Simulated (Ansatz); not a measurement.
# SiH₅ (doublet): the correlation ladder at distance H1–H2 along a hydrogen transfer = 0.693 Å, 6-31G

Aim: climb from Hartree-Fock through coupled cluster and multireference methods for SiH₅ (doublet) at one geometry and basis, and see what each rung misses.

Method: 6-31G, core rule «outside noble gas», up to 5 orbitals frozen; program: Ansatz 0.2.0, Gaussian basis.

The runs, in order: UHF; CCSD(T) on ROHF; CCSD(T) on UHF; BCCD(T) on ROHF; CISD; CCSDT(Q) on ROHF; CCSDT(Q) on UHF; CCSDTQ on ROHF; CASSCF and MRCISD+Q, 3 electrons in 3 orbitals; CASSCF and NEVPT2, 3 electrons in 3 orbitals; CASSCF and MRCISD+Q, 9 electrons in 9 orbitals; CASSCF and NEVPT2, 9 electrons in 9 orbitals; Full CI.

9 further runs of the same task are left out: 2 for a mislabelled method, 6 that didn't finish, 1 set aside as unsound or not needed.

**1. The geometry**

The geometry derives from fragments relaxed apart (PBE0/def2-TZVP) and kept rigid, so it is no stationary point. A hydrogen atom is moved between rigid fragments.

6 atoms, charge 0, spin multiplicity 2.

Atoms are counted from 1 here; the program's logs count them from 0.

Bond lengths: H1–H2 0.693 Å, Si3–H4 1.486 Å, Si3–H5 1.486 Å, Si3–H6 1.486 Å. Angles: H4–Si3–H5 111.3°, H4–Si3–H6 111.3°, H5–Si3–H6 111.3°.

**2. UHF**

in.yaml reads:

```yaml
crystal:
  periodic: [false, false, false]
  atoms:
    - {symbol: H, position_ang: [-2.426926, 0.000000, -0.000001]}
    - {symbol: H, position_ang: [-1.733926, 0.000000, -0.000001]}
    - {symbol: Si, position_ang: [0.091074, 0.000000, 0.000000]}
    - {symbol: H, position_ang: [0.541048, -1.416253, 0.000001]}
    - {symbol: H, position_ang: [0.541048, 0.708126, -1.226511]}
    - {symbol: H, position_ang: [0.541047, 0.708127, 1.226511]}
basis:
  gaussian: {orbitals: 6-31G}
magnetization: {spin_polarized: true, initial_magnetization: 1}
hamiltonian: {xc: hf}
output: {orbitals: {seedname: orbitals}}
```

Started as:

```console
> ansatz run in.yaml --threads 1 --pin off --events-out ev --progress --plain --max-ram 2393MiB
```

After this run come: CCSD(T) on ROHF; CCSD(T) on UHF; BCCD(T) on ROHF; CISD; CCSDT(Q) on ROHF; CCSDT(Q) on UHF; CCSDTQ on ROHF; CASSCF and MRCISD+Q, 3 electrons in 3 orbitals; CASSCF and NEVPT2, 3 electrons in 3 orbitals; CASSCF and MRCISD+Q, 9 electrons in 9 orbitals; CASSCF and NEVPT2, 9 electrons in 9 orbitals; Full CI.

**Question.** What will the summary of the whole plan be? Wanted: FCI below the RHF energy; RMP2 from FCI; UMP2 from FCI; RCCSD from FCI; RCCSD(T) from FCI; UCCSD(T) from FCI; RCCSDT(Q) from FCI; UCCSDT(Q) from FCI; NEVPT2 pair from FCI.

The runs gave:

| quantity | value |
| --- | --- |
| FCI below the RHF energy | -2.6772 eV |
| RMP2 from FCI | +74.3 kJ/mol |
| UMP2 from FCI | +73.0 kJ/mol |
| RCCSD from FCI | +3.5 kJ/mol |
| RCCSD(T) from FCI | +1.1 kJ/mol |
| UCCSD(T) from FCI | +1.1 kJ/mol |
| RCCSDT(Q) from FCI | 0.0 kJ/mol |
| UCCSDT(Q) from FCI | 0.0 kJ/mol |
| NEVPT2 pair from FCI | +63.4 kJ/mol |
| NEVPT2 valence from FCI | +23.3 kJ/mol |
| MRCISD+Q valence from FCI | +1.4 kJ/mol |
| levels within 1 kcal/mol (43 meV) | RCCSD, UCCSD, RCCSD(T), UCCSD(T), BCCD(T), RCCSDT, UCCSDT, RCCSDT(Q), UCCSDT(Q), RCCSDTQ, MRCISD valence, MRCISD+Q valence |
| T1 diagnostic | 0.017 |
| effectively unpaired electrons | 1.03 |

In words: RCCSD(T) lands +1.1 kJ/mol from the yardstick (0.4 % of the correlation energy). One determinant dominates. Of the multireference levels listed MRCISD+Q valence comes nearest in total energy (+1.4 kJ/mol), which doesn't show that its space is the better one. These misses are within one basis, not against nature; the frozen cores of restricted and unrestricted runs differ, which can shift their rows.
